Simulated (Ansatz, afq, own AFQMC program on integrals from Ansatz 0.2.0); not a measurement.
Two steps: Ansatz 0.2.0 writes the Fock matrix and Cholesky factors of the valence space, and afq projects on them the lowest state that overlaps trial and start.

```yaml
crystal:
  periodic: [false, false, false]
  atoms:
    - {symbol: Sb, position_ang: [0.000041, -0.000018, -0.014715]}
    - {symbol: H, position_ang: [1.801566, 0.015308, 0.597525]}
    - {symbol: H, position_ang: [-0.915888, 1.555071, 0.588059]}
    - {symbol: H, position_ang: [-0.890639, -1.568207, 0.591945]}
basis:
  gaussian: {orbitals: def2-SVP}
total_charge: 1
magnetization: {spin_polarized: true, initial_magnetization: 1}
correlation: {method: ccsd_t, electrons: outside_noble_gas, hamiltonian_folder: ham}
```

```sh
$ ansatz run in.yaml --threads 1 --pin off --events-out ev --progress --plain --max-ram 1382MiB
```

afq runs on the folder ham with

```
--method free --trial cisd --walkers 60 --time-step 0.03 --max-blocks 80 --target-error 0.00032 --factor-cut 1e-05 --seed 8304 --times 0,0.3,0.6,1.2,1.8,2.4,3.6,4.8,6 --taylor-order 8
```

Times are imaginary, in 1/Eh. The walk had a cap of 638 s. Filled inner d shells are frozen with the cores. Core potentials past Kr, no spin–orbit coupling.

```
orbitals 32  electrons 4 3  factors 255 of 487
reference energy -240.62567780 Eh
CCSD correlation -0.11974054 Eh in 12 cycles, weight of the determinant in the CISD state 0.9030
repeat  energy at the last time / Eh  error
    10  -240.748683  0.000477
    20  -240.748903  0.000330
    30  -240.749192  0.000310
time / (1/Eh)  energy / Eh  error  mean overlap
  0.00  -240.745357  0.000067  1.1059
  0.30  -240.747249  0.000127  1.0963
  0.60  -240.748230  0.000142  1.0910
  1.20  -240.749162  0.000142  1.0774
  1.80  -240.749485  0.000181  1.0966
  2.40  -240.749381  0.000223  1.1120
  3.60  -240.749355  0.000244  1.1622
  4.80  -240.749712  0.000329  1.1701
  6.00  -240.749231  0.000304  1.2160
energy -240.749231 +/- 0.000304 Eh
```

Task: Estimate how long the walk took on 1 thread of Arm Neoverse V1, on a shared host.

Result: 74 s of wall time.

The run passed its tests (error under three times the target), which doesn't prove that it has relaxed.

Against this walk (error 8.3 meV) on the same determinant: CCSD(T) 16.3 meV higher (within the noise), CCSDT(Q) 16.4 meV lower (within the noise). The error is statistical, and a free projection of finite length keeps a remainder of its start. The last points scatter (meV from the last: -7 ± 5 at 1.80, -4 ± 6 at 2.40, -3 ± 7 at 3.60, -13 ± 9 at 4.80, 0 ± 8 at 6.00); the last is the one printed as the energy, and the gaps above move with that scatter.

Cautions: remainder of the start not in the error; no spin-orbit coupling; inner d shell frozen.

CCSDT and higher add their correlation energy to the determinant of the CCSD(T) run, since their own runs factorise the integrals more tightly (a shift of under 2 meV). A walk keeps the symmetry of its determinant, which the program's search chose and which needn't be the lowest solution, so a lower state of the same spin and another symmetry isn't excluded.
